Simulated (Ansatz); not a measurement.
This script for the Python package of Ansatz (0.2.0) starts 8 runs on C₂H₆N (charge -1), SMILES C[N-]C. What input does the engine get in each?

Script `scan.py`:
```python
'''Potential curve of C2H6N(-) along one bond.'''

import ansatz as az
from ase import Atoms
import numpy as np

BASIS_SET = '6-31G*'
XC = 'CAM-B3LYP'
NET_CHARGE = -1

atoms = Atoms(['C', 'N', 'C', 'H', 'H', 'H', 'H', 'H', 'H'], positions=[
    (-0.21785, 0.81952, -0.77316),
    (0.46128, -0.39258, -0.64587),
    (0.30885, -0.89677, 0.64557),
    (-1.34809, 0.77248, -0.57753),
    (-0.09791, 1.2175, -1.79147),
    (0.1259, 1.6521, -0.05993),
    (-0.7744, -1.10575, 0.96712),
    (0.84795, -1.84998, 0.74797),
    (0.69427, -0.21651, 1.48731),
])
c2h6n = az.Crystal.molecule_from_ase(atoms)

symbols = [site.symbol for site in c2h6n.cartesian_sites]
start = np.array([site.position_ang for site in c2h6n.cartesian_sites])
axis = (start[8] - start[2]) / np.linalg.norm(start[8] - start[2])
moving = [8]
lengths, energies = [1.011, 1.057, 1.103, 1.149, 1.195, 1.241, 1.287, 1.356], []
for length in lengths:
    xyz = start.copy()
    xyz[moving] += (length - np.linalg.norm(start[8] - start[2])) * axis
    point = az.Crystal.molecule()
    for symbol, place in zip(symbols, xyz):
        point = point.atom(symbol, place.tolist())
    calc = (
        point.calculation()
        .basis(gaussian=BASIS_SET)  # atom-centred Gaussian functions
        .functional(XC)
        .charge(NET_CHARGE)
    )
    summary = calc.run(threads=1, pin='off').report
    energies.append(summary['free_energy_ev'])
    print(f'r = {length:6.3f} A  E = {energies[-1]:.5f} eV  <S^2> = {abs(summary["mean_field"]["state"]["spin_squared"]):.3f}')

# quartic fit about the minimum
fit = np.polynomial.Polynomial.fit(lengths, np.array(energies) - min(energies), 4).convert()
roots = [r.real for r in fit.deriv().roots() if abs(r.imag) < 1e-9 and fit.deriv(2)(r.real) > 0]
r_e = min(roots, key=lambda r: abs(r - lengths[int(np.argmin(energies))]))
print(f'minimum of the fit at {r_e:.4f} A, force constant {fit.deriv(2)(r_e):.2f} eV/A^2')
```

Run 1:
```yaml
crystal:
  periodic: [false, false, false]
  atoms:
    - { symbol: C, position_ang: [-0.21785, 0.81952, -0.77316] }
    - { symbol: "N", position_ang: [0.46128, -0.39258, -0.64587] }
    - { symbol: C, position_ang: [0.30885, -0.89677, 0.64557] }
    - { symbol: H, position_ang: [-1.34809, 0.77248, -0.57753] }
    - { symbol: H, position_ang: [-0.09791, 1.2175, -1.79147] }
    - { symbol: H, position_ang: [0.1259, 1.6521, -0.05993] }
    - { symbol: H, position_ang: [-0.7744, -1.10575, 0.96712] }
    - { symbol: H, position_ang: [0.84795, -1.84998, 0.74797] }
    - { symbol: H, position_ang: [0.6480272043862886, -0.2981277783825006, 1.3863178076387175] }
basis:
  gaussian:
    orbitals: "6-31G*"
hamiltonian:
  xc: cam_b3lyp
total_charge: -1.0
```

Run 2, against run 1:
```diff
-    - { symbol: H, position_ang: [0.6480272043862886, -0.2981277783825006, 1.3863178076387175] }
+    - { symbol: H, position_ang: [0.6634595994424402, -0.27088985336330673, 1.4200214665421607] }
```

Run 3, against run 1:
```diff
-    - { symbol: H, position_ang: [0.6480272043862886, -0.2981277783825006, 1.3863178076387175] }
+    - { symbol: H, position_ang: [0.6788919944985918, -0.24365192834411284, 1.4537251254456038] }
```

Run 4, against run 1:
```diff
-    - { symbol: H, position_ang: [0.6480272043862886, -0.2981277783825006, 1.3863178076387175] }
+    - { symbol: H, position_ang: [0.6943243895547434, -0.21641400332491897, 1.487428784349047] }
```

Run 5, against run 1:
```diff
-    - { symbol: H, position_ang: [0.6480272043862886, -0.2981277783825006, 1.3863178076387175] }
+    - { symbol: H, position_ang: [0.7097567846108951, -0.1891760783057251, 1.52113244325249] }
```

Run 6, against run 1:
```diff
-    - { symbol: H, position_ang: [0.6480272043862886, -0.2981277783825006, 1.3863178076387175] }
+    - { symbol: H, position_ang: [0.7251891796670467, -0.16193815328653122, 1.5548361021559332] }
```

Run 7, against run 1:
```diff
-    - { symbol: H, position_ang: [0.6480272043862886, -0.2981277783825006, 1.3863178076387175] }
+    - { symbol: H, position_ang: [0.7406215747231982, -0.1347002282673375, 1.5885397610593763] }
```

Run 8, against run 1:
```diff
-    - { symbol: H, position_ang: [0.6480272043862886, -0.2981277783825006, 1.3863178076387175] }
+    - { symbol: H, position_ang: [0.7637701673074258, -0.09384334073854662, 1.639095249414541] }
```

```console
$ python scan.py
r =  1.011 A  E = -3657.31963 eV  <S^2> = 0.000
r =  1.057 A  E = -3657.48115 eV  <S^2> = 0.000
r =  1.103 A  E = -3657.56004 eV  <S^2> = 0.000
r =  1.149 A  E = -3657.57696 eV  <S^2> = 0.000
r =  1.195 A  E = -3657.54810 eV  <S^2> = 0.000
r =  1.241 A  E = -3657.48606 eV  <S^2> = 0.000
r =  1.287 A  E = -3657.40067 eV  <S^2> = 0.000
r =  1.356 A  E = -3657.24486 eV  <S^2> = 0.000
minimum of the fit at 1.1406 A, force constant 22.96 eV/A^2
```

Total energies depend on the basis set; only differences at equal settings carry meaning. The rest of the molecule is held rigid at a force-field or estimated start geometry, and the basis set is modest; single-reference methods fail as a bond breaks. The orbitals are restricted, so S² is zero by construction. Anions want diffuse functions, which this basis lacks. Wall time of the script: 11 s on 1 thread of Arm Neoverse V1, on a shared host, peak memory 0.18 GiB.
